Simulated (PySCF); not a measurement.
# HOF (hypofluorous acid): CCSD(T)/aug-cc-pVTZ

What is the energy change on altering one bond length of HOF (hypofluorous acid) at CCSD(T)/aug-cc-pVTZ? The job is set up through a Python script.

Program for the calculation: PySCF 2.14.0.

1 further run of the same task is left out (set aside as unsound or not needed).

## 1. The system as given

HOF has 3 atoms, charge 0, and is taken as a singlet. As SMILES, `OF`. The shape is that of a GFN2-xTB optimisation.

Bond lengths: O1–F2 1.386 Å, O1–H3 0.971 Å. Angles: F2–O1–H3 102.3°.

## 2. A single-point energy at CCSD(T)/aug-cc-pVTZ

File run.py:

```python
# hypofluorous acid
from pyscf import gto, cc

mol = gto.M(
    atom='''
O      0.414430    -0.197140     0.208800
F     -0.212000     1.020440    -0.004820
H     -0.202430    -0.823300    -0.203980
''',
    max_memory=1860,
    verbose=3,
    basis='aug-cc-pvtz',
    charge=0,
)

myscf = mol.RHF()
myscf.conv_tol = 1e-10
myscf.kernel()
if not myscf.converged:
    myscf = myscf.newton().run(myscf.mo_coeff, myscf.mo_occ)

mycc = cc.CCSD(myscf, frozen=2)
mycc.kernel()
e_t = mycc.ccsd_t()
e_final = mycc.e_tot + e_t
print(f'total energy: {e_final:.8f} hartree')
```

Started as:

```console
$ OMP_NUM_THREADS=1 python run.py
```

Standard output:

```text
converged SCF energy = -174.810095559806
E(CCSD) = -175.3304506456813  E_corr = -0.520355085874759
CCSD(T) correction = -0.0188466215489818
total energy: -175.34929727 hartree
```

Wall time 59 s (1 thread of Arm Neoverse V1, shared host); peak memory 1.6 GiB.

## 3. The distorted shape, same level

File run.py:

```python
from pyscf import gto, scf, cc

mol = gto.M(
    atom='''
O      0.957976    -0.195090     0.511555
F     -0.225805     2.105803     0.107871
H     -0.382537    -1.555812    -0.385466
''',
    unit='bohr',
    verbose=4,
    max_memory=1860,
    basis='aug-cc-pvtz',
)

mf = scf.RHF(mol)
mf.conv_tol = 1e-10
mf.kernel()
if not mf.converged:
    mf = mf.newton().run(mf.mo_coeff, mf.mo_occ)

mycc = cc.CCSD(mf, frozen=2)
mycc.kernel()
e_t = mycc.ccsd_t()
etot = mycc.e_tot + e_t
print('Final energy', etot)
```

Started as:

```console
$ OMP_NUM_THREADS=1 python run.py
```

Standard output:

```text
PySCF version 2.14.0

[INPUT] num. atoms = 3
[INPUT] num. electrons = 18
[INPUT] charge = 0
[INPUT] spin (= nelec alpha-beta = 2S) = 0
[INPUT] symmetry False subgroup None
[INPUT] Mole.unit = bohr
[INPUT] Symbol           X                Y                Z      unit          X                Y                Z       unit  Magmom
[INPUT]  1 O      0.506939067808  -0.103237182078   0.270703248132 AA    0.957976000000  -0.195090000000   0.511555000000 Bohr   0.0
[INPUT]  2 F     -0.119490860112   1.114342958287   0.057082874919 AA   -0.225805000000   2.105803000000   0.107871000000 Bohr   0.0
[INPUT]  3 H     -0.202429862734  -0.823300254876  -0.203979822784 AA   -0.382537000000  -1.555812000000  -0.385466000000 Bohr   0.0

nuclear repulsion = 33.7176603493993
number of shells = 35
number of NR pGTOs = 141
number of NR cGTOs = 115
basis = aug-cc-pvtz
ecp = {}

******** <class 'pyscf.scf.hf.RHF'> ********
method = RHF
initial guess = minao
damping factor = 0
level_shift factor = 0
DIIS = <class 'pyscf.scf.diis.CDIIS'>
diis_start_cycle = 1
diis_space = 8
diis_damp = 0
SCF conv_tol = 1e-10
SCF conv_tol_grad = None
SCF max_cycles = 50
direct_scf = True
direct_scf_tol = 1e-13
Set gradient conv threshold to 1e-05
Initial guess from minao.
init E= -174.570547915671
  HOMO = -0.371181242747612  LUMO = -0.0671890652309575  gap/eV = 8.27205
cycle= 1 E= -174.760012463392  delta_E= -0.189  |g|= 0.395  |ddm|=  1.1
  HOMO = -0.540842385935957  LUMO = 0.0144389923700938  gap/eV = 15.10998
cycle= 2 E= -174.78512104768  delta_E= -0.0251  |g|= 0.16  |ddm|= 0.209
  HOMO = -0.522346754181415  LUMO = 0.0232297246950317  gap/eV = 14.84589
cycle= 3 E= -174.788299280253  delta_E= -0.00318  |g|= 0.0616  |ddm|= 0.0733
  HOMO = -0.529378474844657  LUMO = 0.02450273102823  gap/eV = 15.07188
cycle= 4 E= -174.788963301902  delta_E= -0.000664  |g|= 0.0152  |ddm|= 0.0295
  HOMO = -0.530161751220119  LUMO = 0.0251298277592973  gap/eV = 15.11025
cycle= 5 E= -174.789044081903  delta_E= -8.08e-05  |g|= 0.00363  |ddm|= 0.012
  HOMO = -0.530069581257564  LUMO = 0.0252563129611474  gap/eV = 15.11119
cycle= 6 E= -174.789053537069  delta_E= -9.46e-06  |g|= 0.00138  |ddm|= 0.00504
  HOMO = -0.530376911728712  LUMO = 0.0253047949368579  gap/eV = 15.12087
cycle= 7 E= -174.789054423404  delta_E= -8.86e-07  |g|= 0.000509  |ddm|= 0.00139
  HOMO = -0.530275665140012  LUMO = 0.0253281156116074  gap/eV = 15.11875
cycle= 8 E= -174.78905460283  delta_E= -1.79e-07  |g|= 0.000146  |ddm|= 0.000743
  HOMO = -0.530269027648753  LUMO = 0.0253300971918993  gap/eV = 15.11862
cycle= 9 E= -174.789054620923  delta_E= -1.81e-08  |g|= 4.88e-05  |ddm|= 0.000252
  HOMO = -0.530260319241558  LUMO = 0.0253302655164287  gap/eV = 15.11839
cycle= 10 E= -174.789054623301  delta_E= -2.38e-09  |g|= 1.76e-05  |ddm|= 9.44e-05
  HOMO = -0.530260218958851  LUMO = 0.0253296652283375  gap/eV = 15.11837
cycle= 11 E= -174.78905462362  delta_E= -3.2e-10  |g|= 4.41e-06  |ddm|= 3.62e-05
  HOMO = -0.530260363874046  LUMO = 0.0253297066715152  gap/eV = 15.11838
cycle= 12 E= -174.789054623638  delta_E= -1.71e-11  |g|= 1.11e-06  |ddm|= 9.31e-06
  HOMO = -0.530260460391704  LUMO = 0.0253297192113084  gap/eV = 15.11838
Extra cycle  E= -174.789054623639  delta_E= -1.34e-12  |g|= 5.7e-07  |ddm|= 1.04e-06
converged SCF energy = -174.789054623639

******** <class 'pyscf.cc.ccsd.CCSD'> ********
CC2 = 0
CCSD nocc = 7, nmo = 113
frozen orbitals 2
max_cycle = 50
direct = 0
conv_tol = 1e-07
conv_tol_normt = 1e-05
diis_space = 6
diis_start_cycle = 0
diis_start_energy_diff = 1e+09
Init t2, MP2 energy = -175.310988125221  E_corr(MP2) -0.52193350158192
Init E_corr(CCSD) = -0.521933501582048
cycle = 1  E_corr(CCSD) = -0.50995324696459  dE = 0.0119802546  norm(t1,t2) = 0.0514518
cycle = 2  E_corr(CCSD) = -0.52534675549451  dE = -0.0153935085  norm(t1,t2) = 0.0184247
cycle = 3  E_corr(CCSD) = -0.524637225589096  dE = 0.000709529905  norm(t1,t2) = 0.00880941
cycle = 4  E_corr(CCSD) = -0.526354551522337  dE = -0.00171732593  norm(t1,t2) = 0.00379869
cycle = 5  E_corr(CCSD) = -0.526567569254964  dE = -0.000213017733  norm(t1,t2) = 0.000950035
cycle = 6  E_corr(CCSD) = -0.526471705072455  dE = 9.58641825e-05  norm(t1,t2) = 0.00043726
cycle = 7  E_corr(CCSD) = -0.526449642447703  dE = 2.20626248e-05  norm(t1,t2) = 0.000163282
cycle = 8  E_corr(CCSD) = -0.526465287564099  dE = -1.56451164e-05  norm(t1,t2) = 7.43227e-05
cycle = 9  E_corr(CCSD) = -0.526464992074119  dE = 2.9548998e-07  norm(t1,t2) = 4.2108e-05
cycle = 10  E_corr(CCSD) = -0.526464557635868  dE = 4.34438251e-07  norm(t1,t2) = 1.66709e-05
cycle = 11  E_corr(CCSD) = -0.526464351933729  dE = 2.0570214e-07  norm(t1,t2) = 8.29937e-06
cycle = 12  E_corr(CCSD) = -0.526463965881893  dE = 3.86051835e-07  norm(t1,t2) = 3.9175e-06
cycle = 13  E_corr(CCSD) = -0.526464004556675  dE = -3.86747823e-08  norm(t1,t2) = 1.69085e-06
CCSD converged
E(CCSD) = -175.3155186281955  E_corr = -0.5264640045566754
CCSD(T) correction = -0.0198146087430956
Final energy -175.33533323693865
```

Wall time 59 s (1 thread of Arm Neoverse V1, shared host); peak memory 1.6 GiB.

## 4. What came out

Level: CCSD(T)/aug-cc-pVTZ, 2 core orbitals frozen.

```
                                                         quantity          value
                                        first shape: total energy  -175.34930 Eh
                first shape: dipole moment (Hartree–Fock density)         2.12 D
                 first shape: HOMO energy (Hartree–Fock orbitals)      -14.60 eV
                 first shape: LUMO energy (Hartree–Fock orbitals)        0.79 eV
               first shape: HOMO–LUMO gap (Hartree–Fock orbitals)       15.39 eV
         first shape: correlation energy (2 core orbitals frozen)     -539.2 mEh
                                      first shape: (T) correction     -18.85 mEh
                                       first shape: T1 diagnostic          0.013
                                    distorted shape: total energy  -175.33533 Eh
            distorted shape: dipole moment (Hartree–Fock density)         2.31 D
             distorted shape: HOMO energy (Hartree–Fock orbitals)      -14.43 eV
             distorted shape: LUMO energy (Hartree–Fock orbitals)        0.69 eV
           distorted shape: HOMO–LUMO gap (Hartree–Fock orbitals)       15.12 eV
     distorted shape: correlation energy (2 core orbitals frozen)     -546.3 mEh
                                  distorted shape: (T) correction     -19.81 mEh
                                   distorted shape: T1 diagnostic          0.014
energy change with the O1–H3 bond stretched from 0.971 to 1.117 Å       0.380 eV
```

**Reading.** With the O1–H3 bond stretched from 0.971 to 1.117 Å the energy rises by 0.38 eV (36.7 kJ/mol). The first shape isn't relaxed at this level, so the change isn't measured from a minimum. Mulliken charges (first shape) of the mean-field density run from -0.21 on F2 to +0.30 on H3; in a basis this large or diffuse they mean little. The triples (first shape) make up 3.5 % of the correlation energy. The triples (distorted shape) make up 3.6 % of the correlation energy.
